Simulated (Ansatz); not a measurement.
# Nudged elastic band run: C3H7N

input.yaml

```yaml
crystal:
  periodic: [false, false, false]
  atoms:
    - { symbol: C, position_ang: [-0.349037, 1.435688, -0.139682] }
    - { symbol: C, position_ang: [0.070706, 0.157069, -0.117142] }
    - { symbol: C, position_ang: [-0.183929, -0.795804, 1.062076] }
    - { symbol: "N", position_ang: [0.914054, -0.416851, -1.157021] }
    - { symbol: H, position_ang: [-0.152055, 2.090481, -0.993238] }
    - { symbol: H, position_ang: [-0.893299, 1.866072, 0.7034] }
    - { symbol: H, position_ang: [-0.748191, -1.685254, 0.732641] }
    - { symbol: H, position_ang: [0.772249, -1.141714, 1.488862] }
    - { symbol: H, position_ang: [-0.760159, -0.287353, 1.847818] }
    - { symbol: H, position_ang: [0.788757, 0.125312, -2.050666] }
    - { symbol: H, position_ang: [0.606205, -1.404647, -1.356448] }
basis:
  gaussian: { orbitals: STO-3G }
hamiltonian:
  xc: b3lyp
  dispersion: d4
neb:
  order_check: false
  images: 3
  f_tol: 0.05
  max_iterations: 60
  initial_path: idpp
  climbing: false
  final_atoms:
    - { symbol: C, position_ang: [-0.54862418, 1.35655944, -0.24235519] }
    - { symbol: C, position_ang: [0.05966362, 0.16282517, -0.11431233] }
    - { symbol: C, position_ang: [-0.19641351, -0.79494851, 1.0607948] }
    - { symbol: "N", position_ang: [1.11092913, -0.28968138, -1.01457478] }
    - { symbol: H, position_ang: [-0.34430961, 2.01719622, -1.08989052] }
    - { symbol: H, position_ang: [-1.25856539, 1.71294346, 0.50691586] }
    - { symbol: H, position_ang: [-0.93583013, -0.36495842, 1.75097955] }
    - { symbol: H, position_ang: [-0.57669726, -1.76580823, 0.69925009] }
    - { symbol: H, position_ang: [0.73914267, -0.98321882, 1.61315516] }
    - { symbol: H, position_ang: [1.02489424, 0.20948462, -1.9370449] }
    - { symbol: H, position_ang: [0.99111141, -1.31739456, -1.21231774] }
```

Command:

```bash
$ ansatz run input.yaml --threads 1 --pin off --max-ram 2048MiB --backend cpu --events-out ev --progress --plain --runs-dir out
```

Output, in part (warnings, iteration lines, the closing report on the highest movable image, with atoms numbered from 0):

```
NEB end point (image 0): max|allowed force component| = 1.275e-2 eV/Å (the criterion of neb.relax_end_points is 1.000e-2)
NEB end point (image 4): max|allowed force component| = 5.962e-3 eV/Å (the criterion of neb.relax_end_points is 1.000e-2)
NEB iter   1: max|band force component| = 8.077e-1 eV/Å  barrier→ = 0.1103 eV  barrier← = 0.1103 eV  Δτ_max = 0.1101 Å  (105 SCF iters)
NEB iter   2: max|band force component| = 2.447e-1 eV/Å  barrier→ = 0.0521 eV  barrier← = 0.0521 eV  Δτ_max = 0.0740 Å  (75 SCF iters)
NEB iter   3: max|band force component| = 1.133e-1 eV/Å  barrier→ = 0.0505 eV  barrier← = 0.0505 eV  Δτ_max = 0.0362 Å  (76 SCF iters)
NEB iter   4: max|band force component| = 4.848e-2 eV/Å  barrier→ = 0.0502 eV  barrier← = 0.0501 eV  Δτ_max = 0.0000 Å  (135 SCF iters)
Total energy: -4656.02561037 eV, -171.1057852137 hartree
Atom 0 at    -0.755005     1.201783    -0.406976 Å, force    -0.000078     0.002902     0.012341 eV/Å
Atom 1 at     0.048147     0.160627    -0.118321 Å, force     0.020382     0.000426    -0.021459 eV/Å
Atom 2 at    -0.199712    -0.786966     1.073351 Å, force    -0.014617     0.000926     0.017959 eV/Å
Atom 3 at     1.292207    -0.093972    -0.831920 Å, force    -0.020121    -0.004687     0.001728 eV/Å
Atom 4 at    -0.558152     1.862240    -1.255977 Å, force     0.001111    -0.002038    -0.001159 eV/Å
Atom 5 at    -1.624319     1.433222     0.212124 Å, force    -0.004689    -0.003608    -0.002361 eV/Å
Atom 6 at    -1.175594    -1.289721     0.976511 Å, force    -0.001554     0.003432     0.000094 eV/Å
Atom 7 at     0.585656    -1.555220     1.129780 Å, force     0.010226    -0.003540    -0.009006 eV/Å
Atom 8 at    -0.199048    -0.226605     2.021806 Å, force    -0.001909     0.002790     0.002732 eV/Å
Atom 9 at     1.253190     0.366178    -1.778226 Å, force     0.007162     0.001474     0.000071 eV/Å
Atom 10 at     1.397931    -1.128567    -1.001554 Å, force     0.004087     0.001924    -0.000940 eV/Å
Dipole moment:    -0.058832    -0.253118    -0.171843 e Å
```

The run converged. No image climbed, so the highest image needn't sit at the top of the path. So few images can step over the top or miss a turn of the path. Limits of this set-up: minimal basis.

Final band (atoms are numbered from 1 in the order of the input):

| image | path coordinate (Å) | energy (kJ/mol) | dihedral C1–C2–C3–H9 (°) |
| --- | --- | --- | --- |
| 0 | 0.00 | 0.0 | 1 |
| 1 | 0.85 | 2.4 | -29 |
| 2 | 1.69 | 4.8 | -59 |
| 3 | 2.54 | 2.2 | -89 |
| 4 | 3.39 | 0.0 | -120 |

The run took 39 s on 1 thread of Arm Neoverse N1, with other jobs on the host, peak memory 0.089 GiB.
